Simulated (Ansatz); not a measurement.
Born–Oppenheimer molecular dynamics of C2H4OS (8 atoms, charge 0, multiplicity 1). It starts at the highest image of a converged band, a first-order saddle point between two minima.

Theory: RKS B3LYP/def2-SVP in Ansatz.

```yaml
ensemble: NVE (velocity Verlet)
time_step: 0.5 fs
steps_asked: 200
starting_velocities_drawn_for: 100 K
seed: 11551
```

Frames 5 fs apart, positions in Å, forces in eV/Å.

Velocities at 20.0 fs (Å/ps):

```
H 35.35 2.19 63.13
O 1.70 -7.16 8.02
C -5.50 -6.67 -8.23
C -2.81 -1.28 -2.09
S 1.36 6.82 -1.92
H -2.17 -10.67 -5.01
H -0.98 5.50 1.89
H -3.25 -5.41 -3.36
```

```xyz
8
Properties=species:S:1:pos:R:3:forces:R:3 time_fs=20.0 energy_less_start_eV=-0.493 T=732
H -1.215 -1.812 -0.911 -3.36 -1.69 -4.77
O -0.717 -1.421 -0.298 4.57 3.44 5.79
C -0.298 -0.094 -0.456 -0.14 -3.84 2.48
C 0.565 0.319 0.766 -0.19 0.19 -1.60
S -0.727 0.678 -1.753 -0.42 2.09 -2.12
H 0.833 -0.497 1.429 -0.11 -0.53 0.04
H 0.090 1.103 1.346 -0.52 0.35 0.22
H 1.478 0.783 0.372 0.16 -0.02 -0.03
8
Properties=species:S:1:pos:R:3:forces:R:3 time_fs=25.0 energy_less_start_eV=-0.579 T=849
H -1.323 -1.926 -1.014 2.57 2.55 2.76
O -0.683 -1.436 -0.226 -2.23 -1.74 -2.71
C -0.325 -0.159 -0.472 0.43 -0.76 1.70
C 0.547 0.314 0.744 -0.36 -0.16 -0.56
S -0.722 0.718 -1.769 -0.19 0.28 -0.53
H 0.799 -0.563 1.385 -0.20 0.50 -0.23
H 0.051 1.121 1.347 0.08 -0.61 -0.45
H 1.480 0.755 0.351 -0.10 -0.06 0.02
8
Properties=species:S:1:pos:R:3:forces:R:3 time_fs=30.0 energy_less_start_eV=-0.448 T=687
H -1.146 -1.700 -0.850 -4.59 -3.00 -5.93
O -0.663 -1.464 -0.171 3.14 1.27 4.59
C -0.341 -0.236 -0.453 1.60 3.99 0.28
C 0.523 0.304 0.705 -0.11 -0.77 -1.21
S -0.718 0.760 -1.789 0.07 -1.95 1.45
H 0.733 -0.563 1.320 0.28 -0.21 0.63
H 0.000 1.054 1.282 -0.35 0.51 0.26
H 1.467 0.721 0.331 -0.03 0.16 -0.07
8
Properties=species:S:1:pos:R:3:forces:R:3 time_fs=35.0 energy_less_start_eV=-0.176 T=329
H -1.272 -1.731 -1.035 2.14 0.25 3.57
O -0.643 -1.494 -0.113 -3.47 -0.52 -5.58
C -0.332 -0.247 -0.431 0.21 2.20 -1.45
C 0.497 0.283 0.652 0.49 0.27 1.93
S -0.714 0.789 -1.800 0.15 -2.71 2.12
H 0.715 -0.559 1.355 0.11 0.56 -0.20
H -0.091 1.044 1.230 0.50 -0.23 -0.39
H 1.441 0.719 0.299 -0.13 0.18 -0.01
8
Properties=species:S:1:pos:R:3:forces:R:3 time_fs=40.0 energy_less_start_eV=-0.227 T=400
H -1.159 -1.830 -0.751 -4.52 -2.88 -5.61
O -0.657 -1.525 -0.114 4.07 4.58 3.75
C -0.317 -0.214 -0.436 -1.49 -0.98 -2.51
C 0.482 0.267 0.630 1.67 1.53 1.67
S -0.709 0.798 -1.794 0.21 -2.48 2.05
H 0.731 -0.477 1.378 0.16 -0.52 0.21
H -0.107 1.029 1.129 -0.13 0.64 0.42
H 1.392 0.760 0.263 0.05 0.10 0.03
8
Properties=species:S:1:pos:R:3:forces:R:3 time_fs=45.0 energy_less_start_eV=-0.259 T=436
H -1.327 -2.103 -0.816 2.62 2.88 2.32
O -0.661 -1.522 -0.121 -2.40 -0.43 -3.71
C -0.328 -0.196 -0.485 -0.69 -2.02 0.00
C 0.495 0.280 0.643 0.11 1.55 0.81
S -0.702 0.788 -1.774 -0.16 -1.51 0.68
H 0.773 -0.464 1.415 -0.14 0.14 -0.42
H -0.115 1.105 1.093 0.35 -0.46 0.20
H 1.357 0.822 0.236 0.31 -0.15 0.12
8
Properties=species:S:1:pos:R:3:forces:R:3 time_fs=50.0 energy_less_start_eV=-0.513 T=752
H -1.218 -2.008 -0.674 -2.96 -2.05 -3.38
O -0.681 -1.506 -0.162 3.03 3.68 2.18
C -0.351 -0.217 -0.532 1.19 -1.16 3.37
C 0.513 0.322 0.667 -0.32 0.15 -1.64
S -0.697 0.768 -1.750 -0.75 -0.31 -1.21
H 0.795 -0.450 1.387 0.01 -0.11 0.06
H -0.071 1.122 1.122 -0.25 0.10 0.45
H 1.384 0.849 0.238 0.06 -0.30 0.17
8
Properties=species:S:1:pos:R:3:forces:R:3 time_fs=55.0 energy_less_start_eV=-0.486 T=727
H -1.353 -1.991 -0.888 2.37 2.32 2.04
O -0.684 -1.464 -0.197 -2.81 -3.49 -2.16
C -0.353 -0.255 -0.521 1.86 2.47 2.52
C 0.523 0.367 0.667 -0.74 -1.22 -0.41
S -0.696 0.744 -1.733 -0.79 -0.13 -1.49
H 0.813 -0.445 1.357 -0.04 0.14 0.04
H -0.058 1.130 1.230 0.13 -0.28 -0.36
H 1.434 0.822 0.268 0.01 0.18 -0.17
8
Properties=species:S:1:pos:R:3:forces:R:3 time_fs=60.0 energy_less_start_eV=-0.930 T=1288
H -1.266 -1.665 -0.993 -0.62 -0.61 -0.68
O -0.708 -1.457 -0.242 -0.12 -1.27 0.59
C -0.319 -0.247 -0.459 1.27 3.60 0.71
C 0.522 0.389 0.655 0.51 -1.72 0.35
S -0.702 0.719 -1.727 -0.42 -0.44 -0.66
H 0.827 -0.419 1.345 0.04 0.03 0.10
H -0.037 1.103 1.275 -0.12 0.24 -0.34
H 1.467 0.822 0.271 -0.53 0.17 -0.06
8
Properties=species:S:1:pos:R:3:forces:R:3 time_fs=65.0 energy_less_start_eV=-0.697 T=997
H -1.306 -1.499 -1.205 1.73 -0.15 2.92
O -0.731 -1.461 -0.281 -0.96 1.36 -2.50
C -0.266 -0.180 -0.387 -2.31 -1.31 -2.70
C 0.530 0.380 0.653 1.15 -0.06 2.34
S -0.711 0.691 -1.726 0.05 -0.05 0.00
H 0.852 -0.391 1.360 0.16 -0.18 0.20
H -0.037 1.118 1.242 -0.06 0.11 -0.12
H 1.412 0.873 0.251 0.23 0.27 -0.15
8
Properties=species:S:1:pos:R:3:forces:R:3 time_fs=70.0 energy_less_start_eV=-0.661 T=942
H -1.210 -1.378 -1.186 -0.49 -0.82 -0.22
O -0.754 -1.449 -0.329 1.47 2.27 1.03
C -0.252 -0.132 -0.362 -2.46 -3.07 -2.66
C 0.561 0.369 0.693 1.01 1.27 1.38
S -0.719 0.663 -1.726 0.25 0.94 -0.15
H 0.908 -0.391 1.412 0.02 0.19 -0.11
H -0.050 1.157 1.188 0.23 -0.32 0.29
H 1.376 0.961 0.216 -0.03 -0.46 0.45
8
Properties=species:S:1:pos:R:3:forces:R:3 time_fs=75.0 energy_less_start_eV=-0.568 T=831
H -1.271 -1.405 -1.309 1.38 -0.24 2.84
O -0.753 -1.407 -0.356 -0.65 0.25 -1.36
C -0.283 -0.142 -0.385 0.15 -1.80 0.38
C 0.607 0.379 0.756 -1.55 -0.03 -1.49
S -0.726 0.643 -1.727 -0.01 1.96 -1.20
H 0.975 -0.370 1.455 0.03 -0.17 0.10
H -0.028 1.144 1.208 -0.08 0.06 0.74
H 1.367 0.973 0.260 0.74 -0.03 0.00
```

Of the whole run (100 fs, mean temperature of the second half 809 K): The conserved energy stayed within 1.3 meV per atom of its start (net change -0.31 meV per atom), so the integration is sound. The system heated up, since it started high on the potential surface and ran downhill. A run of 0.1 ps of so small a system gives no equilibrium averages. The orbitals stay closed-shell, which can raise the energy where a bond breaks towards radicals; this wasn't checked here.

Time of the run: 3.8 min on 2 threads of Arm Neoverse V2, on a shared host, peak memory 0.15 GiB.
